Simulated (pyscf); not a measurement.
Single points on ωB97X-D3(BJ)/def2-SVP structures (PySCF, gas phase). Correlated levels are frozen-core, on RHF or UHF. ΔMP2 is the change of the MP2 total energy from the triple- to the quadruple-zeta basis.

Problem. What is the homolytic dissociation enthalpy (298 K, CCSD(T)/def2-TZVPP + ΔMP2(QZVPP)) of the In–Si bond of H₃Si–InH–PH₂, to SiH₃• + [H₂P–InH]•?

Solution. In–Si to SiH₃• + [H₂P–InH]•: 61.7 kcal/mol. The radicals are drawn with the spin at the cut bond; how far it spreads was not checked. Other isomers of [H₂P–InH]• were not searched in full and may lie lower. The CCSD(T) − MP2 part came from Ansatz, without density fitting, on the same reference. The frozen core leaves the outer d or s,p core shells of the metals and heavy elements correlated in the MP2 and CC values, and def2-TZVPP describes them poorly, which can shift differences by a few kcal/mol. Elements past Kr carry the def2 core potentials, without spin-orbit coupling.
